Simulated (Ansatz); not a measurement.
in.yaml

```yaml
crystal:
  periodic: [false, false, false]
  atoms:
    - {symbol: Si, position_ang: [-1.532125, -0.015517, -0.003530]}
    - {symbol: As, position_ang: [0.659701, 0.009304, 0.002170]}
    - {symbol: H, position_ang: [-2.145785, 1.353101, 0.003263]}
    - {symbol: H, position_ang: [-2.045030, -0.798358, 1.227572]}
    - {symbol: H, position_ang: [-2.154163, -0.813914, -1.293768]}
basis:
  gaussian: {orbitals: 6-31G}
magnetization: {spin_polarized: false, initial_magnetization: 2}
correlation: {active_space: {ras: {orbitals: [10, 2, 22], electrons: 22, max_holes: 2, max_particles: 2}, fixed_orbitals: true}}
scf: {lower_state_search: light}
```

```sh
$ ansatz run in.yaml --threads 1 --pin off --events-out ev --progress --plain --max-ram 2393MiB
```

Log:

```
486 factors; integrals over basis functions are off by at most 2.4e-4 eV
mean field evaluation 1: about -68692.5470 eV, gradient 8.4e0 eV
mean field evaluation 2: about -68692.6231 eV, gradient 8.6e0 eV
mean field evaluation 4: about -68693.3969 eV, gradient 7.5e-1 eV
mean field evaluation 8: about -68693.4007 eV, gradient 2.2e-2 eV
mean field -68693.40068127 eV, -2524.4359129772 hartree, gradient 1.4e-6 eV, S^2 2.000000; 0 other end points of the search recorded, 0 dependent functions left out
reference -68693.40068127 eV, -2524.4359129772 hartree; 26, 24 occupied and 22, 24 virtual orbitals, 486 factors
state -68699.70703051 eV, -2524.6676670375 hartree
Total energy: -68699.70703051 eV, -2524.6676670375 hartree
```

Natural occupations: 1.9961 1.9961 1.9961 1.9960 1.9960 1.9880 1.9823 1.9757 1.9743 1.9711 0.9988 0.9987 0.0259 0.0206 0.0184 0.0170 0.0053 0.0045 0.0040 0.0040 0.0040 0.0040 0.0037 0.0036.

Ran on 1 thread of Arm Neoverse V2, shared host: 8.5 s wall, 0.14 GiB peak host memory.
